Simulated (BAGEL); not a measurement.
# UHF/6-31G(d) (density fitting with cc-pvqz-jkfit, spherical functions) run of [OF2]+ (SMILES F[O+]F)

What is the vertical doublet–quartet gap of [OF2]+ at UHF/6-31G* (density fitting with cc-pvqz-jkfit, spherical functions)? 

The calculation is run with BAGEL 1.2.2.

7 further runs of the same task are left out: 2 that didn't finish, 5 set aside as unsound or not needed. Runs told in other sessions of the task aren't counted.

## 1. The molecule

[OF2]+: 3 atoms, total charge +1, spin state doublet. SMILES: `F[O+]F`. The shape is that of a PBE0-D4/def2-TZVP optimisation.

Bond lengths: F1–O2 1.297 Å, O2–F3 1.297 Å. Angles: F1–O2–F3 108.0°.

## 2. A single-point energy at UHF/6-31G(d) (density fitting with cc-pvqz-jkfit, spherical functions)

The input, hf.json:

```json
{ "bagel": [

{
  "title": "molecule",
  "basis": "6-31gs.json",
  "df_basis": "cc-pvqz-jkfit",
  "angstrom": true,
  "geometry": [
    { "atom": "F", "xyz": [       0.920200,      -0.309010,       0.473410 ] },
    { "atom": "O", "xyz": [       0.000640,       0.505210,       0.055670 ] },
    { "atom": "F", "xyz": [      -0.920840,      -0.196190,      -0.529090 ] }
  ]
},

{ "title": "uhf", "charge": 1, "nopen": 1 },

{ "title": "print", "file": "orbitals.molden", "orbitals": true }

]}
```

The basis set 6-31G* is read from a file made from the Basis Set Exchange's data (not shown).

Launch:

```sh
$ BAGEL_NUM_THREADS=1 BAGEL hf.json > hf.out
```

What it wrote:

```text
* using 1 threads per process

  ===============================================================
  ===============================================================

  *** Geometry ***

  { "atom" : "F", "xyz" : [      1.738926,     -0.583944,      0.894615 ] },
  { "atom" : "O", "xyz" : [      0.001209,      0.954709,      0.105201 ] },
  { "atom" : "F", "xyz" : [     -1.740135,     -0.370745,     -0.999835 ] },

  Number of auxiliary basis functions:      318

  Since a DF basis is specified, we compute 2- and 3-index integrals:
    o Being stored without compression. Storage requirement is 0.004 GB

  Number of basis functions:       42
  Number of electrons      :       26

    * METHOD: MOLECULE                             0.07

  *** Open-shell HF ***

  === Nuclear Repulsion ===
    79.1552907754

      * DIIS with orbital gradients will be used.

  === UHF iteration (6-31gs.json) ===
      0       -272.77230639          0.08582298           0.06
      1       -272.82775966          0.07534997           0.06
      2       -272.85970452          0.06895203           0.06
      3       -272.98272688          0.00482796           0.06
      4       -272.98663469          0.00308521           0.05
      5       -272.98901012          0.00146715           0.05
      6       -272.99011478          0.00028615           0.05
      7       -272.99027090          0.00011946           0.05
      8       -272.99038280          0.00010051           0.06
      9       -272.99041719          0.00003701           0.07
     10       -272.99050260          0.00003472           0.06
     11       -272.99060122          0.00002252           0.04
     12       -272.99063704          0.00001786           0.06
     13       -272.99066004          0.00001026           0.05
     14       -272.99065810          0.00000478           0.05
     15       -272.99065999          0.00000267           0.05
     16       -272.99066016          0.00000136           0.05
     17       -272.99066016          0.00000054           0.05
     18       -272.99066017          0.00000023           0.05
     19       -272.99066017          0.00000016           0.06
     20       -272.99066017          0.00000004           0.05
     21       -272.99066017          0.00000003           0.06
     22       -272.99066017          0.00000002           0.05
     23       -272.99066017          0.00000001           0.05
     24       -272.99066017          0.00000001           0.05
    * SCF iteration converged.

    * S^2 (UHF) is 0.7902

    * Permanent dipole moment:
           (   -0.000387,    -0.307878,    -0.033926) a.u.

    * METHOD: UHF                                  1.43

    * METHOD: PRINT                                0.01

  ===============================================================
```

Run time: 2 s. Hardware: 1 thread of AMD EPYC 7R43 (Zen 3), shared host; peak memory 0.079 GiB.

## 3. The quartet, same level

The input, input.json:

```json
{ "bagel" : [

{
  "title" : "molecule",
  "basis" : "6-31gs.json",
  "df_basis" : "cc-pvqz-jkfit",
  "angstrom" : true,
  "geometry" : [
    { "atom" : "F", "xyz" : [    0.920200,   -0.309010,    0.473410 ] },
    { "atom" : "O", "xyz" : [    0.000640,    0.505210,    0.055670 ] },
    { "atom" : "F", "xyz" : [   -0.920840,   -0.196190,   -0.529090 ] }
  ]
},
{ "title" : "uhf", "charge" : 1, "nopen" : 3 },
{ "title" : "print", "file" : "orbitals.molden", "orbitals" : true }

]}
```

The basis set 6-31G* is read from a file made from the Basis Set Exchange's data (not shown).

Launch:

```sh
$ BAGEL_NUM_THREADS=1 BAGEL input.json > input.out
```

What it wrote:

```text
* using 1 threads per process

  ===============================================================
  ===============================================================

  *** Geometry ***

  { "atom" : "F", "xyz" : [      1.738926,     -0.583944,      0.894615 ] },
  { "atom" : "O", "xyz" : [      0.001209,      0.954709,      0.105201 ] },
  { "atom" : "F", "xyz" : [     -1.740135,     -0.370745,     -0.999835 ] },

  Number of auxiliary basis functions:      318

  Since a DF basis is specified, we compute 2- and 3-index integrals:
    o Being stored without compression. Storage requirement is 0.004 GB

  Number of basis functions:       42
  Number of electrons      :       26

    * METHOD: MOLECULE                             0.07

  *** Open-shell HF ***

  === Nuclear Repulsion ===
    79.1552907754

      * DIIS with orbital gradients will be used.

  === UHF iteration (6-31gs.json) ===
      0       -272.56987087          0.05554936           0.06
      1       -272.64711042          0.04448909           0.07
      2       -272.68131617          0.03705156           0.06
      3       -272.72654891          0.00340325           0.07
      4       -272.73132001          0.00183284           0.05
      5       -272.73304007          0.00062388           0.04
      6       -272.73331968          0.00017271           0.04
      7       -272.73333408          0.00008119           0.05
      8       -272.73333596          0.00005086           0.05
      9       -272.73333702          0.00002921           0.05
     10       -272.73333735          0.00001528           0.03
     11       -272.73333749          0.00001092           0.03
     12       -272.73333756          0.00001026           0.06
     13       -272.73333760          0.00001034           0.06
     14       -272.73333758          0.00000988           0.06
     15       -272.73333756          0.00000884           0.07
     16       -272.73333753          0.00000733           0.05
     17       -272.73333750          0.00000512           0.05
     18       -272.73333750          0.00000456           0.06
     19       -272.73333750          0.00000413           0.07
     20       -272.73333750          0.00000376           0.07
     21       -272.73333750          0.00000342           0.07
     22       -272.73333750          0.00000307           0.07
     23       -272.73333750          0.00000276           0.06
     24       -272.73333750          0.00000279           0.07
     25       -272.73333750          0.00000286           0.07
     26       -272.73333750          0.00000287           0.07
     27       -272.73333750          0.00000291           0.06
     28       -272.73333750          0.00000296           0.06
     29       -272.73333750          0.00000296           0.05
     30       -272.73333750          0.00000318           0.07
     31       -272.73333750          0.00000271           0.07
     32       -272.73333749          0.00000127           0.07
     33       -272.73333749          0.00000084           0.07
     34       -272.73333749          0.00000065           0.08
     35       -272.73333749          0.00000041           0.07
     36       -272.73333749          0.00000035           0.07
     37       -272.73333749          0.00000027           0.07
     38       -272.73333749          0.00000026           0.07
     39       -272.73333749          0.00000026           0.07
     40       -272.73333749          0.00000026           0.07
     41       -272.73333749          0.00000026           0.07
     42       -272.73333749          0.00000026           0.07
     43       -272.73333749          0.00000027           0.07
     44       -272.73333749          0.00000027           0.06
     45       -272.73333749          0.00000012           0.07
     46       -272.73333749          0.00000010           0.05
     47       -272.73333749          0.00000007           0.07
     48       -272.73333749          0.00000006           0.07
     49       -272.73333749          0.00000005           0.06
     50       -272.73333749          0.00000004           0.07
     51       -272.73333749          0.00000003           0.07
     52       -272.73333749          0.00000003           0.07
     53       -272.73333749          0.00000003           0.07
     54       -272.73333749          0.00000002           0.06
     55       -272.73333749          0.00000001           0.06
     56       -272.73333749          0.00000001           0.06
    * SCF iteration converged.

    * S^2 (UHF) is 3.8917

    * Permanent dipole moment:
           (   -0.000457,    -0.441063,    -0.048549) a.u.

    * METHOD: UHF                                  3.62

    * METHOD: PRINT                                0.01

  ===============================================================
```

Run time: 4.5 s. Hardware: 1 thread of AMD EPYC 7R43 (Zen 3), shared host; peak memory 0.14 GiB.

## 4. Results

At UHF/6-31G* (density fitting with cc-pvqz-jkfit, spherical functions):

| quantity | value |
| --- | --- |
| doublet: total energy | -272.99066 Eh |
| doublet: ⟨S²⟩ | 0.790 |
| quartet: total energy | -272.73334 Eh |
| quartet: ⟨S²⟩ | 3.892 |
| vertical energy of the quartet above the doublet | 7.002 eV |

What this shows: At this shape the quartet lies 7.00 eV (161 kcal/mol) above the doublet. ⟨S²⟩ (quartet) is 3.89 where a pure quartet has 3.75: the reference is spin-contaminated.
